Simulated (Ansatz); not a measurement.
Input file:

```yaml
crystal:
  periodic: [false, false, false]
  atoms:
    - {symbol: Si, position_ang: [0.000000, 0.000000, 0.000000]}
    - {symbol: F, position_ang: [0.000000, 0.000000, 1.554800]}
basis:
  gaussian: {orbitals: 6-31G}
total_charge: 1
magnetization: {spin_polarized: false, initial_magnetization: 2}
correlation: {method: sc_nevpt2, electrons: all, active_space: {window: {electrons: 4, orbitals: 4}, states: [{multiplicity: 3, weights: [1, 1]}], root: 5}}
```

```sh
$ ansatz run in.yaml --threads 1 --pin off --events-out ev --progress --plain --max-ram 2393MiB
```

One thing in this input was set wrong on purpose, beside settings that are merely unusual. What is the gravest fault, and what does the program do?

Root beyond the states. How the run ends: refused.
```
Error: the active space averages no state 5, counted from zero
```
